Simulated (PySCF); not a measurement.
Cartesian coordinates in Å; atom numbers follow the order of the lines, from 1:
```xyz
5

B     0.277    0.290   -0.114
H     1.443    0.400   -0.414
H    -0.481    1.238   -0.078
O    -0.152   -0.949    0.189
H    -1.087   -0.979    0.416
```

Geometry: PBE0-D3(BJ)/def2-SVP; GIAO shifts from PySCF 2.14.0 with density-fitted response routines, gas phase, non-relativistic, averaged over equivalent atoms.

At PBE0/pcSseg-1 (49 basis functions, 2.5 s wall time on 1 thread of an x86-64 server CPU, shared host):
```json
{"atoms": "B1", "δ (ppm)": "48.7"}
{"atoms": "H5", "δ (ppm)": "6.35"}
{"atoms": "H2/H3", "δ (ppm)": "5.23"}
{"atoms": "O4", "δ (ppm)": "216.0"}
```

Scale: 11B (σ = 100.73 ppm) against BF3·OEt2; 1H (σ = 31.27 ppm) vs TMS; 17O (σ = 334.56 ppm) vs H2O (reference shieldings calculated alike).

Q: Estimate the result of repeating the calculation with wB97X-D/pcSseg-1.

A: 
```json
{"atoms": "B1", "δ at wB97X-D/pcSseg-1": "47.0", "change": "-1.7"}
{"atoms": "H5", "δ at wB97X-D/pcSseg-1": "6.13", "change": "-0.22"}
{"atoms": "H2/H3", "δ at wB97X-D/pcSseg-1": "5.09", "change": "-0.14"}
{"atoms": "O4", "δ at wB97X-D/pcSseg-1": "202.9", "change": "-13.1"}
```

δ = σ(ref) − σ, references computed at the same level: 11B (σ = 101.61 ppm) vs BF3·OEt2; TMS for 1H (σ = 31.38 ppm); 17O (σ = 333.19 ppm) against H2O.

The largest change is at O4 (oxygen bonded to B, H). Cost: 49 basis functions, 1.6 s wall time on 1 thread of an x86-64 server CPU, shared host.

Experimental scales use liquid or dissolved standards, which lie at an offset from isolated H2O (liquid H2O: subtract about 36 ppm).
